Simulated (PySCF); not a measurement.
Stepwise substitution at one centre (Al F-CH3). All species are isolated molecules in the gas phase. Strings in code marks are SMILES.

The brightest of the four lowest singlets (TDA) from two functionals at the same geometries (B3LYP-D3(BJ)/def2-TZVP), both in PySCF: PBE-D3(BJ)/def2-TZVP and TPSSh-D3(BJ)/def2-TZVP. Excitations are Tamm–Dancoff values on a coarser integration grid. The basis has no diffuse functions, so Rydberg states are missing or too high.

```tsv
species	PBE-D3(BJ)/def2-TZVP (eV)
0 of 3 F replaced by CH3 (`[F][Al]([F])[F]`)	8.04
1 of 3 F replaced by CH3 (`[F][Al]([CH3])[F]`)	7.14
2 of 3 F replaced by CH3 (`[CH3][Al]([CH3])[F]`)	6.32
3 of 3 F replaced by CH3	6.10
```

### Question
What does TPSSh-D3(BJ)/def2-TZVP give for each?

### Answer

- 0 of 3 F replaced by CH3 (`[F][Al]([F])[F]`): 8.85
- 1 of 3 F replaced by CH3 (`[F][Al]([CH3])[F]`): 7.60
- 2 of 3 F replaced by CH3 (`[CH3][Al]([CH3])[F]`): 6.79
- 3 of 3 F replaced by CH3: 6.63
Over these rows, drawn at random from the members with no instability flagged (it was tested for open shells, ions and some series alone), PBE minus TPSSh-D3(BJ): mean -0.56 eV, from -0.81 eV to -0.45 eV.
